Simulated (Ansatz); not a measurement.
**B2HO (quartet): relaxing a cheap start**

Aim: relax a generated start of B2HO (quartet) and see which bonds hold.

Program: Ansatz 0.2.0, Gaussian basis. Level of theory: UKS PBE0/def2-TZVP. These are calculated values, not measurements.

## (1) Starting geometry

4 atoms, charge 0, spin multiplicity 4.

Atoms are counted from 1 here; the program's logs count them from 0.

Bond lengths: B1–O2 1.290 Å, B1–H4 1.159 Å, O2–B3 1.263 Å. Angles: O2–B1–H4 133.4°, B1–O2–B3 174.7°.

The start was built by rule and, where that kept it together, relaxed with GFN2-xTB. Sticks and bond lists go by distance. 

## (2) Relaxation

in.yaml reads:

```yaml
crystal:
  periodic: [false, false, false]
  atoms:
    - {symbol: B, position_ang: [-1.225532, -0.040199, -0.000692]}
    - {symbol: O, position_ang: [0.062883, 0.013391, 0.000103]}
    - {symbol: B, position_ang: [1.324218, -0.051145, 0.000189]}
    - {symbol: H, position_ang: [-2.056658, 0.767196, 0.003774]}
basis:
  gaussian: {orbitals: def2-TZVP}
magnetization: {spin_polarized: true, initial_magnetization: 3}
hamiltonian: {xc: pbe0}
relax: {f_tol: 0.004, max_steps: 80}
```

On the command line:

```console
$ ansatz run in.yaml --threads 1 --pin off --events-out ev --progress --plain --max-ram 2176MiB
```

What does the calculation give? Wanted: energy gained; shift from the start; total energy; dipole moment; ⟨S²⟩.

The runs gave:

```
                  quantity          value
                     steps              6
             energy gained       0.078 eV
shift from the start (rms)        0.050 Å
              total energy  -3407.9449 eV
             dipole moment         1.12 D
                      ⟨S²⟩          3.774
```

**Reading.** The bonds of the start are those of the end. B1–O2 went from 1.290 to 1.325 Å. No vibrations were run, so this is a stationary point, not a proven minimum, and this spin need not be the ground state's.
